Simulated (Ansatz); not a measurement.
Total energies of BH2(OMe) (CH₅BO) from Ansatz at CCSD(T)/def2-TZVPP, gas phase (1 Eh = 27.2114 eV = 2625.5 kJ/mol). The reference geometry is relaxed at PBE0-D4/def2-TZVP.

```
                state   geometry  energy (Eh)
     charge 0 singlet  reference   -140.97365
     charge 1 doublet  reference   -140.52986
free B atom (doublet)          –    -24.59791
free H atom (doublet)          –     -0.49981
free O atom (triplet)          –    -74.97674
free C atom (triplet)          –    -37.78103
```

Correlated methods freeze 3 core orbitals. In CCSD on the charge 1 doublet the largest single amplitude is 0.45, so its Hartree–Fock determinant may place the open shell otherwise than the density functionals do.

Work out the vertical ionisation energy to the doublet.

E(charge 1 doublet) − E(charge 0 singlet) = -140.52986 − (-140.97365) = 0.44379 Eh = 12.08 eV.

What is the binding energy per atom against free atoms?

Atoms: 1 × (-24.59791) + 5 × (-0.49981) + 1 × (-74.97674) + 1 × (-37.78103) = -139.85473 Eh. Binding: -139.85473 − (-140.97365) = 1.11892 Eh = 30.45 eV, or 3.81 eV for each of 8 atoms (no zero-point energy, no counterpoise term).

At CCSD(T)/def2-TZVPP T1 of the charge 1 doublet is large (up to 0.125), so the single-reference result is doubtful.
